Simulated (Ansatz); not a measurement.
Counterpoise correction, worked out

The pair of HCl (SMILES Cl, atoms 1–2) and CH6Si (SMILES C[SiH3], atoms 3–10), both closed shells, in one local arrangement (a lower one may exist), relaxed at PBE0-D4/def2-TZVP:

Cl1  (0.768, -0.959, -2.963)
H2  (0.454, 0.020, -2.191)
C3  (0.034, -0.840, 0.811)
Si4  (-0.323, 0.967, 0.510)
H5  (-0.588, -1.473, 0.175)
H6  (-0.167, -1.100, 1.853)
H7  (1.080, -1.072, 0.598)
H8  (-0.043, 1.324, -0.916)
H9  (0.534, 1.841, 1.353)
H10  (-1.750, 1.292, 0.769)
(Å)

Program: Ansatz 0.2.0. Basis: def2-TZVPPD. Cores are frozen in the correlated methods.

CCSD(T) total energies in eV:

| system | geometry | basis functions | energy |
| --- | --- | --- | --- |
| pair | pair | all | -21524.97811 |
| HCl | as in the pair | all (partner as ghosts) | -12526.33514 |
| CH6Si | as in the pair | all (partner as ghosts) | -8998.57914 |
| HCl | as in the pair | its own | -12526.31842 |
| CH6Si | as in the pair | its own | -8998.57376 |
| HCl | free (PBE0-D4 minimum) | its own | -12526.32010 |
| CH6Si | free (PBE0-D4 minimum) | its own | -8998.57854 |

Work out the interaction energy with and without the counterpoise correction, the superposition error, and the binding energy from the relaxed fragments.

Without correction: -21524.97811 − (-12526.31842) − (-8998.57376) = -0.08593 eV.
With correction (each fragment in the whole basis): -21524.97811 − (-12526.33514) − (-8998.57914) = -0.06383 eV = -1.47 kcal/mol.
The superposition error is the difference, 0.02210 eV, 26 % of the uncorrected value: each fragment borrows its partner's functions.
Deformation from the free shapes: 0.00168 eV for HCl and 0.00478 eV for CH6Si.
Binding energy from relaxed fragments: -0.06383 + 0.00168 + 0.00478 = -0.05737 eV = -1.32 kcal/mol (electronic, without zero-point energy; negative means bound). For comparison, the corrected interaction energy by CCSD(T) at an estimated basis limit (MP2 extrapolated from triple and quadruple zeta, plus CCSD(T) − MP2 in triple zeta) is -0.078 eV; triple zeta with the correction binds less.

The T1 diagnostic stays at or below 0.010.

For scale, one of the runs: CCSD(T)/def2-TZVPPD, 255 basis functions, launched by `ansatz run in.yaml --threads 4 --pin off --events-out ev --progress --plain --max-ram 9574MiB`. Hardware: 4 CPU threads of an Arm Neoverse V2, shared host. Wall time 60 s; peak host memory 5.3 GiB.
